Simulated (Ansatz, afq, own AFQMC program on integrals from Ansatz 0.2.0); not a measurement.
## BH2, doublet in cc-pVDZ, levels against full CI

```xyz
3

B     0.0000   -0.0800    0.0000
H     0.0000    0.4291   -1.0770
H     0.0000    0.4291    1.0770
```

Basis cc-pVDZ. Only valence electrons are correlated. Ansatz 0.2.0 and our own AFQMC program on the same integrals; the CISD trial comes from CCSD amplitudes, and released means the phaseless constraint is let go. Free AFQMC starts from the CCSD state and is never constrained. Its projection time is finite, and what remains of the start isn't in its error. Error bars are statistical, one sigma.

Determinant: ROHF, the one that the program's search chose, which needn't be the lowest solution. The geometry is a PBE0/def2-TZVP stationary point of this or a neighbouring charge and spin state.

Full CI on the same integrals is exact in this basis and with this determinant's frozen core.

```
T1 diagnostic                               : 0.0131
weight of the determinant in the CISD state : 0.952
size of the correlated space                : 5 electrons in 23 orbitals
```

```json
{"level": "MP2", "correlation energy (eV)": "-1.8376"}
{"level": "CCSD", "correlation energy (eV)": "-2.3801"}
{"level": "CCSD(T)", "correlation energy (eV)": "-2.4121"}
```

Task: Estimate where phaseless AFQMC with a CISD trial lies against CCSD(T) on the same integrals.

Result: 9.2 ± 0.6 meV below CCSD(T).

Reference: full CI, correlation energy -2.423 eV. The released energy is read at 2.40 1/Eh (meV from the phaseless value at times in 1/Eh: -0.5 ± 0.7 at 0.24, 0.0 ± 0.4 at 0.51, -1.0 ± 0.6 at 0.99, -1.3 ± 0.3 at 1.62, -1.4 ± 0.3 at 2.40).

| level | E − E(reference) (meV) | share of correlation (%) |
| --- | --- | --- |
| CCSD(T) | 10.6 | 99.56 |
| CCSDT | 0.6 | 99.97 |
| CCSDT(Q) | 0.1 | 99.99 |
| CCSDTQ | 0.0 | 100.00 |
| ph-AFQMC/HF | -11.2 ± 9.8 | 100.46 |
| ph-AFQMC/CISD | 1.4 ± 0.6 | 99.94 |
| released AFQMC | 0.0 ± 0.3 | 100.00 |
| free AFQMC | 0.1 ± 0.4 | 100.00 |

CCSDT and higher add their correlation energy to the determinant of the CCSD(T) run, since their own runs factorise the integrals more tightly (a shift of under 2 meV). Free projections are given only where their last times agree within the noise and don't stop above the reference; a slow remainder of the start can still hide under it. A walk keeps the symmetry of its determinant, which the program's search chose and which needn't be the lowest solution, so a lower state of the same spin and another symmetry isn't excluded. Released energies are given only where the last usable release times agree within the noise; a slower fall can still hide under it.
